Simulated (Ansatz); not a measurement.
Geometry optimisation, Ansatz 0.2.0, RKS revPBE/6-31G*.

input.yaml

```yaml
crystal:
  periodic: [false, false, false]
  atoms:
    - { symbol: C, position_ang: [-0.5269, -0.5424, 1.3067] }
    - { symbol: C, position_ang: [0.3067, 0.2197, 0.3] }
    - { symbol: C, position_ang: [0.8186, -0.6077, -0.8815] }
    - { symbol: O, position_ang: [0.4236, 0.3592, -1.8346] }
    - { symbol: C, position_ang: [-0.3954, 1.0219, -0.8114] }
    - { symbol: H, position_ang: [0.0142, -1.1729, 1.9041] }
    - { symbol: H, position_ang: [-1.0309, 0.22, 1.9727] }
    - { symbol: H, position_ang: [-1.3228, -1.057, 0.7891] }
    - { symbol: H, position_ang: [1.1009, 0.8163, 0.8456] }
    - { symbol: H, position_ang: [1.9428, -0.6949, -0.8884] }
    - { symbol: H, position_ang: [0.385, -1.5923, -0.9962] }
    - { symbol: H, position_ang: [0.48422, 0.9767, -2.60604] }
    - { symbol: H, position_ang: [-1.5213, 0.8839, -0.9226] }
basis:
  gaussian: { orbitals: "6-31G*" }
hamiltonian:
  xc: revpbe
relax:
  f_tol: 0.02
  max_steps: 50
```

Launched with:

```bash
$ ansatz run input.yaml --threads 2 --pin off --max-ram 3072MiB --backend cpu --events-out ev --progress --plain --runs-dir out
```

Where does it end, and by what steps?

The run converged. After 10 steps the energy has fallen by 2.096 eV; O4 moved furthest, 0.46 Å. Parted: O4–C5.

```
step  energy less start (eV)  largest force component (eV/Å)  accepted
   0                  0.0000                           4.008       yes
   1                 -0.9654                           1.962       yes
   2                 -1.5930                           1.924       yes
   3                 -1.9873                           0.594       yes
   4                 -2.0089                           1.373       yes
   5                 -2.0789                           0.333       yes
   6                 -2.0768                           0.598        no
   7                 -2.0911                           0.148       yes
   8                 -2.0937                           0.144       yes
   9                 -2.0959                           0.031       yes
  10                 -2.0962                           0.014       yes
```

```xyz
13
Properties=species:S:1:pos:R:3
C -0.574 -0.515 1.265
C 0.290 0.275 0.262
C 0.841 -0.563 -0.901
O 0.149 0.076 -2.065
C -0.413 1.299 -0.693
H 0.026 -1.222 1.872
H -1.076 0.175 1.967
H -1.361 -1.089 0.741
H 1.111 0.774 0.817
H 1.934 -0.535 -1.052
H 0.505 -1.613 -0.905
H 0.740 0.779 -2.406
H -1.492 0.991 -0.724
```

Whether the end is a true minimum wasn't checked by a vibrational analysis.

The run took 19 s on 2 threads of Arm Neoverse V2 (shared host), peak memory 0.18 GiB.
